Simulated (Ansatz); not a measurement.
Reaction (SMILES): [CH2]Cl (CH2-Cl) → [CH2-]Cl (an electron is taken up)
B3LYP-D3(BJ)/def2-TZVP geometries, fixed; electronic energies without zero-point terms; positive where energy is released.
Largest species:
```
C
H 1 1.0768
H 1 1.0768 2 124.26
Cl 1 1.6978 2 117.87 3 180.00
```
Charge 0, spin multiplicity 2.

How fast the adiabatic electron affinity converges with the basis for several methods (Ansatz, a program for electronic structure): deviation from each method's own reference, in eV. References: CCSD(T) 0.677 eV, Hartree-Fock in aug-cc-pV(Q+d)Z plus the correlation part extrapolated as X^-3 from aug-cc-pV(T+d)Z and aug-cc-pV(Q+d)Z; MP2 0.682 eV, Hartree-Fock in aug-cc-pV(Q+d)Z plus the correlation part extrapolated as X^-3 from aug-cc-pV(T+d)Z and aug-cc-pV(Q+d)Z; PBE 0.597 eV, the value in aug-pcseg-3; PBE0 0.442 eV, the value in aug-pcseg-3; r2SCAN 0.421 eV, the value in aug-pcseg-3. Cartesian d functions, on some or all atoms, in 6-31+G*, 6-311+G**; all else is spherical. In correlated methods cores are frozen. Open shells are unrestricted. No added dispersion term, no relativity. 

| basis | functions | CCSD(T) | MP2 | PBE | PBE0 | r2SCAN |
|---|---|---|---|---|---|---|
| 3-21G | 26 | -0.907 | -0.949 | -0.469 | -0.252 | -0.202 |
| 6-31+G* | 46 | -0.550 | -0.595 | -0.046 | -0.026 | -0.020 |
| cc-pV(D+d)Z | 47 | -0.836 | -0.868 | -0.573 | -0.433 | -0.413 |
| 6-311+G** | 65 | -0.385 | -0.423 | 0.024 | 0.045 | 0.065 |
| aug-cc-pV(D+d)Z | 73 | -0.076 | -0.108 | 0.045 | 0.063 | 0.080 |
| def2-TZVP | 80 | -0.343 | -0.359 | -0.225 | -0.162 | -0.151 |
| pcseg-2 | 92 | -0.371 | -0.386 | -0.150 | -0.098 | -0.085 |
| 6-311++G(3df,3pd) | 122 | -0.120 | -0.140 | -0.006 | 0.005 | 0.011 |
| aug-pcseg-2 | 142 | -0.103 | -0.125 | 0.009 | 0.012 | 0.017 |
| aug-cc-pV(T+d)Z | 147 | -0.045 | -0.060 | 0.010 | 0.015 | 0.018 |
| cc-pV(Q+d)Z | 179 | -0.180 | -0.196 | -0.169 | -0.119 | -0.116 |
| aug-cc-pV(Q+d)Z | 261 | -0.026 | -0.032 | 0.000 | 0.004 | 0.002 |

Mean absolute deviation over 6-311+G**, def2-TZVP, pcseg-2, 6-311++G(3df,3pd), aug-pcseg-2, aug-cc-pV(T+d)Z: PBE0 0.056, r2SCAN 0.058, PBE 0.071, CCSD(T) 0.228, MP2 0.249 eV.
